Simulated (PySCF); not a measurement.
# CH2O3, a complex of two parts: interaction energy

One table from this session's results is given with a row withheld; the runs are named, their logs left out.

Computed with PySCF 2.14.0; each step states its level. No surroundings beyond the atoms listed, unless a continuum is named. Atoms count from 0, parts from 1.

### Starting point

6 atoms, charge 0, multiplicity 1; geometry: GFN2-xTB. Parts: 1 = atoms 0–2, `O=C=O`, charge 0; 2 = atoms 3–5, `O`, charge 0.

Set-up of the first run:

Job settings and geometry (Å):

```
{"job": {"xc": "PBE0", "basis": "def2-TZVPD", "d3": "d3bj", "grid": 3, "kind": "geom", "shake": 0.01}, "charge": 0, "multiplicity": 1, "parts": [{"atoms": "0-2", "charge": 0, "multiplicity": 1}, {"atoms": "3-5", "charge": 0, "multiplicity": 1}]}
O     -1.120867    -0.057110     0.345846
C     -0.040987    -0.027960     0.048422
O      1.059560    -0.055834    -0.212844
O     -0.354293     1.947516    -1.708170
H     -1.144342     2.497568    -1.917055
H      0.365973     2.314910    -2.170069
```

Launch:

```
> OMP_NUM_THREADS=1 python cluster_run.py task.json out
```

The driver reads the jobs from task.json and runs them one after another.

Among the steps run: Geometry optimisation at PBE0-D3(BJ)/def2-TZVPD; Coupled-cluster interaction energy: CCSD(T) and MP2, 2.83 Å; Coupled-cluster interaction energy: CCSD(T) and MP2, 2.97 Å; Coupled-cluster interaction energy: CCSD(T) and MP2, 3.11 Å; Coupled-cluster interaction energy: CCSD(T) and MP2, 2.68 Å; Coupled-cluster interaction energy: CCSD(T) and MP2, 3.53 Å; Coupled-cluster interaction energy: CCSD(T) and MP2, 2.54 Å; Coupled-cluster interaction energy: CCSD(T) and MP2, 4.24 Å; Coupled-cluster interaction energy: CCSD(T) and MP2, 5.65 Å.

One of the session's tables, all rows but one given; the rest of the session is left out.

It belongs to the step «Coupled-cluster interaction energy: CCSD(T) and MP2, 5.65 Å». 

```
                 method  interaction energy (kcal/mol)
         HF/aug-cc-pVDZ                         -0.251
        MP2/aug-cc-pVDZ                         -0.217
       CCSD/aug-cc-pVDZ                              ?
    CCSD(T)/aug-cc-pVDZ                         -0.224
         HF/aug-cc-pVQZ                         -0.244
        MP2/aug-cc-pVQZ                         -0.211
    SCS-MP2/aug-cc-pVQZ                         -0.209
      MP2, extrapolated                         -0.213
CCSD(T), limit estimate                         -0.220
```

Estimate the missing values for CCSD/aug-cc-pVDZ.

The run gave: interaction energy (kcal/mol): -0.228. In the column «interaction energy (kcal/mol)» it lies between HF/aug-cc-pVQZ (-0.244) and CCSD(T)/aug-cc-pVDZ (-0.224).
